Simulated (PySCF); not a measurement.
**What the settings do**

Molecule: SMILES C[NH3+], [CH6N]+; geometry GFN2-xTB.

Geometry:
| atom | x (Å) | y (Å) | z (Å) |
| --- | --- | --- | --- |
| C1 | -0.734 | 0.041 | 0.035 |
| N2 | 0.746 | -0.040 | -0.041 |
| H3 | -1.171 | -0.200 | -0.932 |
| H4 | -1.110 | -0.662 | 0.775 |
| H5 | -1.038 | 1.047 | 0.318 |
| H6 | 1.165 | 0.185 | 0.871 |
| H7 | 1.109 | 0.624 | -0.739 |
| H8 | 1.043 | -0.987 | -0.311 |

Total charge +1.

All runs: PySCF, non-relativistic, gas phase unless a solvent (IEF-PCM) is named; grid level 2, GIAOs and SCF threshold 1e-9 unless changed. The yardstick, PBE0/pcSseg-1, gives these isotropic shieldings σ (ppm, equivalent atoms averaged): C1 155.2, N2 221.2, H6/H7/H8 26.57, H3/H4/H5 28.06.

(1) What do these inputs give? (1) HCTH407/6-31++G**; max_cycle 8; (2) HF/3-21G; aux sto-3g; max_cycle 95; mult 3; altered: mult 3; (3) TPSS/pcSseg-1; guess 1e; max_cycle 55; (4) solvent dichloromethane; B3LYP/pcSseg-1; level_shift 0.2; (5) OLYP/pcSseg-1; aux def2-universal-jkfit; conv 1e-11; (6) PBE0/pcSseg-2; (7) revPBE/def2-TZVPP

(2) Comment on the technical settings and failures.

## Answers

(1) 
```
run    outcome  functions  wall time     C1     N2  H6/H7/H8  H3/H4/H5
  1  converged         72      2.5 s  164.0  232.3     26.76     28.33
  2    refused          –     0.14 s      –      –         –         –
  3    refused          –      2.3 s      –      –         –         –
  4  converged         64      1.6 s  149.8  216.1     26.37     28.49
  5  converged         64      1.6 s  150.6  213.4     26.57     28.09
  6  converged        156        4 s  154.6  222.7     26.43     28.24
  7  converged        146      5.4 s  153.9  218.4     26.66     28.40
```

Times are on 1 thread of an Arm Neoverse V2, shared host.

(2) 
- Run 1: The functional and orbital basis differ from the yardstick's, which in itself moves the values. The cycle limit changes the path of the SCF (8 cycles), not the solution, provided the same state is reached.
- Run 2: The program stopped with: NotImplementedError: this response code serves closed shells only; the SCF ended at -94.87574733 Eh with <S^2> = 2.0126 Charge 1 and multiplicity 3 describe another species than the intended molecule, on its geometry.
- Run 3: The program stopped with: NotImplementedError: meta-GGA GIAO
- Run 4: The functional and medium differ from the yardstick's, which in itself moves the values. The level shift changes the path of the SCF (9 cycles), not the solution, provided the same state is reached.
- Run 5: The functional differs from the yardstick's, which in itself moves the values. The other auxiliary basis adds little: it changes only the density-fitting error.

Runs 2, 3 were set up unsoundly or failed; their numbers aren't to be quoted as properties of the molecule.
